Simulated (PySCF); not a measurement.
Metal–ligand bonds in Zn(NH2)1–Y. Isolated molecules, 0 K electronic values unless said otherwise. One relaxed conformer stands for each flexible species; it need not be the lowest. Multiplicities are imposed; where one is given, others were not computed. Strings in code marks are SMILES. All members: neutral, multiplicity 2. Level: TPSSh-D3(BJ)/def2-TZVP // TPSS-D3(BJ)/def2-SVP (PySCF), beside PBE-D3(BJ)/def2-TZVP // TPSS-D3(BJ)/def2-SVP (PySCF) at the same geometries.  Orbital energies are measured against the vacuum level.

```csv
species,"highest occupied spin orbital, PBE (eV)","highest occupied spin orbital, TPSSh-D3(BJ) (eV)"
`[NH2]`,-7.17,-7.95
`[OH]`,-7.14,-8.07
`C[O]`,-5.95,-6.86
`C[N]C`,-5.57,withheld
`[CH3]`,-5.38,-6.06
[Zn(NH2)],-4.68,-5.12
```

Fit y = a + b·x, y being the highest occupied spin orbital at the first level, to the 5 complete rows by least squares, with x = the PBE value in eV. Give a, b and the rms residual, and predict the withheld value.

Means of the 5 rows: x̄ = -6.064, ȳ = -6.812 eV. Σ(x − x̄)² = 4.7773 and Σ(x − x̄)(y − ȳ) = 5.4629, so b = 1.144 and a = ȳ − b·x̄ = 0.125 eV. The rms residual is 0.111 eV. At x = -5.57 the line gives -6.25 eV. The run for `C[N]C` gave -6.41 eV, so the line is off by 0.16 eV, within twice the rms residual.

Codes: PySCF.
